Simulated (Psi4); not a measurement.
# CCSD(T)/aug-pcseg-0 (density fitting, density fitting for correlation) run of [NO2]− (nitrite)

Aim: a geometry optimisation of [NO2]− (nitrite). 

The calculation is run with Psi4 1.11.

**1. The molecule**

The species is [NO2]− (3 atoms), meant as a singlet with charge -1. As SMILES, `O=N[O-]`. The coordinates come from a GFN2-xTB relaxation. The run starts from this shape.

Bond lengths: O1–N2 1.272 Å, N2–O3 1.272 Å. Angles: O1–N2–O3 117.3°.

**2. A structure relaxation at CCSD(T)/aug-pcseg-0 (density fitting, density fitting for correlation)**

calc.in

```
memory 1.6 GB

molecule {
  -1 1
  O      0.332300     1.015250     0.295330
  N      0.330220    -0.248730     0.154080
  O     -0.662520    -0.766520    -0.449410
  symmetry c1
}

set basis aug-pcseg-0
set reference rhf
set scf_type df
set freeze_core true
set cc_type df
set geom_maxiter 50

result, w = opt("ccsd(t)", return_wfn=True)
print_variables()
```

The run is started by

```
$ psi4 -n 1 calc.in calc.out
```

What values should one expect? Wanted: total energy at the end; HOMO energy; LUMO energy; HOMO–LUMO gap; correlation energy; (T) correction.

Answer, from the run:

At CCSD(T)/aug-pcseg-0 (density fitting, density fitting for correlation), 3 core orbitals frozen:

| quantity | value |
| --- | --- |
| total energy at the end | -203.90648 Eh |
| HOMO energy (Hartree–Fock orbitals) | -5.38 eV |
| LUMO energy (Hartree–Fock orbitals) | 7.56 eV |
| HOMO–LUMO gap (to an unbound level, set by the basis) | 12.94 eV |
| correlation energy (3 core orbitals frozen) | -447.8 mEh |
| (T) correction | -25.59 mEh |

At the final geometry: Bond lengths: O1–N2 1.378 Å, N2–O3 1.378 Å. Angles: O1–N2–O3 115.4°. The optimisation took 6 steps and changed the energy by -0.429 eV. The triples make up 5.7 % of the correlation energy.
